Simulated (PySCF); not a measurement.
Gas-phase reaction: 4 H₂SiNH = 2 N + 3 SiH₂ + SiH₂(NH₂)₂

Method: PySCF energies plus ideal-gas RRHO corrections (1 bar). † marks an energy on the PBE0/def2-TZVP geometry and frequencies; other levels use their own. 6-31G* has spherical d functions here. Open shells (unrestricted): N (multiplicity 4); the rest are closed-shell singlets. H₂SiNH, SiH₂(NH₂)₂: computed as isolated molecules; such fragments, hydroxides, amides, oligomers or adducts are transient or little studied in the gas.

```csv
level,"ΔH°(298 K), kJ"
HF/6-31G*,(withheld)
PBE/def2-SVP,(withheld)
PBE/def2-TZVP†,(withheld)
PBE0/def2-TZVP,933
r2SCAN/def2-TZVP†,973
ωB97M-V/def2-TZVP†,916
ωB97X-V/def2-TZVP†,924
```

Some entries are withheld; supply them.


- HF/6-31G*, ΔH°(298 K), kJ: 193
- PBE/def2-SVP, ΔH°(298 K), kJ: 1027
- PBE/def2-TZVP†, ΔH°(298 K), kJ: 1056
